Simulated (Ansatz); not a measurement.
# Worked example: HGe–O–Si⁺, quintet against HGe–O–Si, quartet

Geometry (PBE0/def2-TZVP stationary point of a quartet), kept for both states (HGe–O–Si, quartet: A''; HGe–O–Si⁺, quintet: A''):

```xyz
4

Ge    0.0000    0.0048    1.0212
O     0.0000   -0.3597   -0.7184
Si    0.0000    0.1377   -2.2822
H     0.0000    1.5230    1.3966
```

Basis cc-pVDZ; Ansatz 0.2.0. Correlated methods freeze the noble-gas cores and the filled d shells of p-block atoms. Prefix R: restricted or restricted open-shell reference; prefix U: unrestricted. No spin–orbit coupling is included, and no scalar relativity.

Full CI isn't at hand for all of this; UCCSDT(Q) serves as the reference, and is uncertain by the last step of the cluster series or more.

```
    level  E(HGe–O–Si, quartet) (hartree)  E(HGe–O–Si⁺, quintet) (hartree)
      UHF                    -2439.643132                     -2439.298086
     UMP2                    -2439.946435                     -2439.577398
 UCCSD(T)                    -2439.984460                     -2439.611231
      PBE                    -2441.640765                     -2441.268811
   r2SCAN                    -2442.106753                     -2441.741003
UCCSDT(Q)                    -2439.986751                     -2439.614686
```

Task: Give the vertical gap, HGe–O–Si⁺ quintet less HGe–O–Si quartet, at each level in eV (1 hartree = 27.2114 eV), and each error against UCCSDT(Q).

Result: UCCSDT(Q): (-2439.614686 − (-2439.986751)) × 27.2114 = 10.124 eV (the reference)
r2SCAN: (-2441.741003 − (-2442.106753)) × 27.2114 = 9.953 eV, error -0.171 eV
PBE: (-2441.268811 − (-2441.640765)) × 27.2114 = 10.121 eV, error -0.003 eV
UCCSD(T): (-2439.611231 − (-2439.984460)) × 27.2114 = 10.156 eV, error 0.032 eV
UMP2: (-2439.577398 − (-2439.946435)) × 27.2114 = 10.042 eV, error -0.082 eV
UHF: (-2439.298086 − (-2439.643132)) × 27.2114 = 9.389 eV, error -0.735 eV

Total energies of functionals can't be set beside those of wave-function methods, since they hold the core's correlation and their own absolute errors; only the differences compare.

In so small a basis the reference is far from its limit while semilocal and hybrid functionals are nearer theirs, so the functionals' errors here hold much of the reference's basis and frozen-core error, which can add to them or hide them.

Each level lands on the state that its own search finds. T1 diagnostics of restricted CCSD: 0.030 and 0.038.
